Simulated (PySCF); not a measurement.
**C4H8 (cyclobutane) at 6 levels**

We compute a comparison of 6 runs (HF/STO-3G, HF/3-21G, HF/def2-SVP, B3LYP/6-31G*, CCSD(T)/6-31G) of C4H8 (cyclobutane). The job is set up through a Python script.

The calculation is run with PySCF 2.14.0.

## Step 1: The system as given

The species is C4H8 (12 atoms), meant as a singlet with charge 0. As SMILES, `C1CCC1`. Geometry: relaxed at PBE0-D4/def2-TZVP.

Bond lengths: C1–C2 1.541 Å, C2–C3 1.541 Å, C1–C4 1.541 Å, C3–C4 1.541 Å, C1–H5 1.093 Å, C1–H6 1.091 Å, C2–H7 1.093 Å, C2–H8 1.091 Å, C3–H9 1.093 Å, C3–H10 1.091 Å, C4–H11 1.093 Å, C4–H12 1.091 Å. Some angles: C1–C2–C3 88.3°, C2–C1–C4 88.3°, C2–C3–C4 88.3°, C1–C4–C3 88.3°, C1–C2–H7 111.3°, C1–C2–H8 118.1°, C3–C2–H7 111.3°, C3–C2–H8 118.1°, C2–C1–H5 111.3°, C2–C1–H6 118.1°.

## Step 2: Energy and gradient at HF/STO-3G (run 1)

job.py

```python
# C1CCC1
from pyscf import gto

mol = gto.M(
    atom='''
C     -1.730233     0.558981    -0.899888
C     -0.674821     0.653845     1.812625
C      1.915426    -0.133226     0.739639
C      0.538194    -1.114371    -1.631212
H     -1.621574     2.408645    -1.811114
H     -3.627329    -0.199366    -1.178811
H     -1.485703    -0.840172     2.984822
H     -0.799543     2.436046     2.842526
H      3.077797     1.516127     0.302356
H      3.052475    -1.467750     1.825475
H      0.078046    -3.119371    -1.454522
H      1.423153    -0.803701    -3.467647
''',
    max_memory=1860,
    basis='sto-3g',
    spin=0,
    unit='bohr',
    verbose=3,
)

mf = mol.RHF()
mf.conv_tol = 1e-10
mf.kernel()
if not mf.converged:
    mf = mf.newton().run(mf.mo_coeff, mf.mo_occ)

etot = mf.e_tot
print('Final energy', etot)
grad = mf.nuc_grad_method().kernel()
mf.analyze()
```

Run with:

```bash
$ OMP_NUM_THREADS=1 python job.py
```

The log of the run:

```text
converged SCF energy = -154.271689922223
Final energy -154.2716899222228
--------------- RHF gradients ---------------
         x                y                z
0 C     0.0119414267    -0.0083568903     0.0084899470
1 C     0.0067845542    -0.0011446888    -0.0155092177
2 C    -0.0161379999    -0.0028871167    -0.0042175425
3 C    -0.0026233365     0.0124256643     0.0110975063
4 H     0.0006300530     0.0045349179    -0.0020913040
5 H    -0.0040768229     0.0003182827    -0.0016045649
6 H    -0.0019117650    -0.0039012597     0.0025939050
7 H    -0.0011584028     0.0023808799     0.0035896431
8 H     0.0024905682     0.0041028011    -0.0012182196
9 H     0.0038349935    -0.0012358703     0.0019937488
10 H    -0.0012517520    -0.0047653719     0.0007737949
11 H     0.0014784836    -0.0014713482    -0.0038976964
----------------------------------------------
**** MO energy ****
MO #1   energy= -11.0335709839204  occ= 2
MO #2   energy= -11.0333942691961  occ= 2
MO #3   energy= -11.0333937730548  occ= 2
MO #4   energy= -11.0330397706203  occ= 2
MO #5   energy= -1.08656806778674  occ= 2
MO #6   energy= -0.856754465344025 occ= 2
MO #7   energy= -0.856749184653858 occ= 2
MO #8   energy= -0.715877806464844 occ= 2
MO #9   energy= -0.620680546406756 occ= 2
MO #10  energy= -0.6091393731949   occ= 2
MO #11  energy= -0.504468907865696 occ= 2
MO #12  energy= -0.504458785641102 occ= 2
MO #13  energy= -0.450291175549924 occ= 2
MO #14  energy= -0.41685273950054  occ= 2
MO #15  energy= -0.397860441835014 occ= 2
MO #16  energy= -0.397858795571158 occ= 2
MO #17  energy= 0.557424972396593  occ= 0
MO #18  energy= 0.598997404457436  occ= 0
MO #19  energy= 0.599003901178248  occ= 0
MO #20  energy= 0.638973709299531  occ= 0
MO #21  energy= 0.663697677171586  occ= 0
MO #22  energy= 0.737070964671591  occ= 0
MO #23  energy= 0.737108802908334  occ= 0
MO #24  energy= 0.765933101244895  occ= 0
MO #25  energy= 0.765939652157147  occ= 0
MO #26  energy= 0.76666822441473   occ= 0
MO #27  energy= 0.875521262003364  occ= 0
MO #28  energy= 0.913935734802841  occ= 0
 ** Mulliken atomic charges  **
charge of    0C =     -0.05215
charge of    1C =     -0.05213
charge of    2C =     -0.05214
charge of    3C =     -0.05215
charge of    4H =      0.02755
charge of    5H =      0.02460
charge of    6H =      0.02754
charge of    7H =      0.02459
charge of    8H =      0.02756
charge of    9H =      0.02458
charge of   10H =      0.02756
charge of   11H =      0.02460
Dipole moment(X, Y, Z, Debye): -0.00001,  0.00000, -0.00005
```

Run time: 3.9 s. Hardware: 1 thread of Intel Xeon at 2.70GHz, shared host; peak memory 0.12 GiB.

## Step 3: Energy and forces at HF/3-21G (run 2)

geometry.xyz

```xyz
12
C4H8
C     -0.915600     0.295800    -0.476200
C     -0.357100     0.346000     0.959200
C      1.013600    -0.070500     0.391400
C      0.284800    -0.589700    -0.863200
H     -0.858100     1.274600    -0.958400
H     -1.919500    -0.105500    -0.623800
H     -0.786200    -0.444600     1.579500
H     -0.423100     1.289100     1.504200
H      1.628700     0.802300     0.160000
H      1.615300    -0.776700     0.966000
H      0.041300    -1.650700    -0.769700
H      0.753100    -0.425300    -1.835000
```

job.py

```python
# C1CCC1
import pyscf.grad
from pyscf import gto

mol = gto.M(
    atom='geometry.xyz',
    max_memory=1860,
    verbose=4,
    basis='3-21g',
    spin=0,
)

hf = mol.RHF()
hf.conv_tol = 1e-10
hf.kernel()
if not hf.converged:
    hf = hf.newton().run(hf.mo_coeff, hf.mo_occ)

e_tot = hf.e_tot
print(f'total energy: {e_tot:.8f} hartree')
grad = hf.Gradients().kernel()
hf.analyze()
```

Run with:

```bash
$ OMP_NUM_THREADS=1 python job.py
```

The log of the run:

```text
PySCF version 2.14.0

[... 77 lines left out ...]
Nuclear Repulsion Energy =             127.612308316590315
[... 9 lines left out ...]
MO #4   energy= -11.1594311521832  occ= 2
[... 7 lines left out ...]
MO #12  energy= -0.534260558313819 occ= 2
[... 7 lines left out ...]
MO #20  energy= 0.321404867330839  occ= 0
[... 7 lines left out ...]
MO #28  energy= 0.552434825598119  occ= 0
[... 7 lines left out ...]
MO #36  energy= 1.09221383159453   occ= 0
[... 7 lines left out ...]
MO #44  energy= 1.38633805366172   occ= 0
[... 7 lines left out ...]
MO #52  energy= 2.63979145652317   occ= 0
[... 67 lines left out ...]
Dipole moment(X, Y, Z, Debye): -0.00000,  0.00003, -0.00005
```

It took 4.5 s on 1 thread of Intel Xeon at 2.70GHz, shared host; peak memory 0.13 GiB.

## Step 4: Energy and gradient at HF/def2-SVP (run 3)

mol.xyz

```xyz
12
C4H8
C     -0.915600     0.295800    -0.476200
C     -0.357100     0.346000     0.959200
C      1.013600    -0.070500     0.391400
C      0.284800    -0.589700    -0.863200
H     -0.858100     1.274600    -0.958400
H     -1.919500    -0.105500    -0.623800
H     -0.786200    -0.444600     1.579500
H     -0.423100     1.289100     1.504200
H      1.628700     0.802300     0.160000
H      1.615300    -0.776700     0.966000
H      0.041300    -1.650700    -0.769700
H      0.753100    -0.425300    -1.835000
```

run.py

```python
from pyscf import gto, scf

mol = gto.Mole()
mol.atom = 'mol.xyz'
mol.verbose = 4
mol.charge = 0
mol.max_memory = 1860
mol.basis = 'def2-svp'
mol.spin = 0
mol.build()

mf = scf.RHF(mol)
mf.conv_tol = 1e-10
mf.kernel()
if not mf.converged:
    mf = mf.newton().run(mf.mo_coeff, mf.mo_occ)

energy = mf.e_tot
print('E = %.10f Eh' % energy)
grad = mf.nuc_grad_method().kernel()
mf.analyze()
```

Run with:

```bash
$ OMP_NUM_THREADS=1 python run.py
```

The log of the run:

```text
PySCF version 2.14.0

[... 88 lines left out ...]
MO #5   energy= -1.12063600324886  occ= 2
[... 12 lines left out ...]
MO #18  energy= 0.199878386096562  occ= 0
[... 12 lines left out ...]
MO #31  energy= 0.631955727777965  occ= 0
[... 12 lines left out ...]
MO #44  energy= 0.934265025083966  occ= 0
[... 12 lines left out ...]
MO #57  energy= 1.63779015639445   occ= 0
[... 12 lines left out ...]
MO #70  energy= 2.17552664963126   occ= 0
[... 12 lines left out ...]
MO #83  energy= 2.75563766616743   occ= 0
[... 12 lines left out ...]
MO #96  energy= 3.54628488838953   occ= 0
[... 111 lines left out ...]
Dipole moment(X, Y, Z, Debye): -0.00001,  0.00003, -0.00008
```

It took 13 s on 1 thread of Intel Xeon at 2.70GHz, shared host; peak memory 0.2 GiB.

Runs 4 to 5 aren't shown in full; the table further down has their settings and results.

## Step 5: A single-point energy at CCSD(T)/6-31G (run 6)

job.py

```python
# C1CCC1
from pyscf import gto, cc

mol = gto.Mole()
mol.atom = '''
C     -0.915600     0.295800    -0.476200
C     -0.357100     0.346000     0.959200
C      1.013600    -0.070500     0.391400
C      0.284800    -0.589700    -0.863200
H     -0.858100     1.274600    -0.958400
H     -1.919500    -0.105500    -0.623800
H     -0.786200    -0.444600     1.579500
H     -0.423100     1.289100     1.504200
H      1.628700     0.802300     0.160000
H      1.615300    -0.776700     0.966000
H      0.041300    -1.650700    -0.769700
H      0.753100    -0.425300    -1.835000
'''
mol.verbose = 3
mol.basis = '6-31g'
mol.charge = 0
mol.max_memory = 1860
mol.build()

mf = mol.RHF()
mf.conv_tol = 1e-10
mf.kernel()
if not mf.converged:
    mf = mf.newton().run(mf.mo_coeff, mf.mo_occ)

mycc = cc.CCSD(mf, frozen=4)
mycc.kernel()
e_t = mycc.ccsd_t()
etot = mycc.e_tot + e_t
print(f'total energy: {etot:.8f} hartree')
dip = mf.dip_moment()
pop, q = mf.mulliken_pop()
```

Run with:

```bash
$ OMP_NUM_THREADS=1 python job.py
```

The log of the run:

```text
converged SCF energy = -156.029714552733
E(CCSD) = -156.438804521319  E_corr = -0.4090899685858099
CCSD(T) correction = -0.00973988924022341
total energy: -156.44854441 hartree
Dipole moment(X, Y, Z, Debye): -0.00001,  0.00004, -0.00007
 ** Mulliken pop  **
pop of  0 C 1s            1.99786
pop of  0 C 2s            0.63829
pop of  0 C 3s            0.70814
pop of  0 C 2px           0.69419
pop of  0 C 2py           0.68849
pop of  0 C 2pz           0.66170
pop of  0 C 3px           0.32692
pop of  0 C 3py           0.34229
pop of  0 C 3pz           0.25847
pop of  1 C 1s            1.99786
pop of  1 C 2s            0.63828
pop of  1 C 3s            0.70816
pop of  1 C 2px           0.65766
pop of  1 C 2py           0.69856
pop of  1 C 2pz           0.68812
pop of  1 C 3px           0.26006
pop of  1 C 3py           0.41394
pop of  1 C 3pz           0.25369
pop of  2 C 1s            1.99786
pop of  2 C 2s            0.63829
pop of  2 C 3s            0.70813
pop of  2 C 2px           0.69172
pop of  2 C 2py           0.68979
pop of  2 C 2pz           0.66289
pop of  2 C 3px           0.25426
pop of  2 C 3py           0.38026
pop of  2 C 3pz           0.29314
pop of  3 C 1s            1.99786
pop of  3 C 2s            0.63829
pop of  3 C 3s            0.70813
pop of  3 C 2px           0.65846
pop of  3 C 2py           0.69532
pop of  3 C 2pz           0.69061
pop of  3 C 3px           0.28425
pop of  3 C 3py           0.31689
pop of  3 C 3pz           0.32651
pop of  4 H 1s            0.53643
pop of  4 H 2s            0.30323
pop of  5 H 1s            0.53855
pop of  5 H 2s            0.30545
pop of  6 H 1s            0.53641
pop of  6 H 2s            0.30325
pop of  7 H 1s            0.53852
pop of  7 H 2s            0.30550
pop of  8 H 1s            0.53647
pop of  8 H 2s            0.30317
pop of  9 H 1s            0.53850
pop of  9 H 2s            0.30553
pop of  10 H 1s           0.53645
pop of  10 H 2s           0.30319
pop of  11 H 1s           0.53854
pop of  11 H 2s           0.30547
 ** Mulliken atomic charges  **
charge of    0C =     -0.31634
charge of    1C =     -0.31634
charge of    2C =     -0.31633
charge of    3C =     -0.31634
charge of    4H =      0.16034
charge of    5H =      0.15600
charge of    6H =      0.16034
charge of    7H =      0.15598
charge of    8H =      0.16036
charge of    9H =      0.15598
charge of   10H =      0.16036
charge of   11H =      0.15599
```

It took 6.6 s on 1 thread of Intel Xeon at 2.70GHz, shared host; peak memory 0.18 GiB.

## Step 6: All runs side by side

```csv
run,level,integration grid,Cartesian functions,energy (Eh),dipole moment (D) of the reference,HOMO energy (eV),LUMO energy (eV),wall time
1,HF/STO-3G,–,no,-154.271690,0.00,-10.83,15.17,3.9 s
2,HF/3-21G,–,no,-155.229083,0.00,-11.89,7.19,4.5 s
3,HF/def2-SVP,–,no,-155.985227,0.00,-11.98,4.89,13 s
4,B3LYP/6-31G* (spherical functions),5,no,-157.210045,0.00,-8.16,2.65,39 s
5,B3LYP/6-31G* (Cartesian functions),5,yes,-157.212745,0.00,-8.16,2.65,47 s
6,CCSD(T)/6-31G,–,no,-156.448544,0.00,-11.84,6.36,6.6 s
```

## Step 7: What came out

| quantity | value |
| --- | --- |
| run 6: total energy | -156.44854 Eh |
| run 6: dipole moment (Hartree–Fock density) | 0.00 D |
| run 6: HOMO energy (Hartree–Fock orbitals) | -11.84 eV |
| run 6: LUMO energy (Hartree–Fock orbitals) | 6.36 eV |
| run 6: HOMO–LUMO gap (Hartree–Fock orbitals) | 18.20 eV |
| run 6: correlation energy (4 core orbitals frozen) | -418.8 mEh |
| run 6: (T) correction | -9.74 mEh |
| run 6: T1 diagnostic | 0.005 |

Over runs 1, 2, 3, 4, 5 the HOMO–LUMO gap runs from 10.80 eV (B3LYP/6-31G*) to 25.99 eV (HF/STO-3G). The two ends differ in method and basis. In run 1 the basis is minimal, so the values are rough. All runs together took 1.9 min, the longest 47 s.
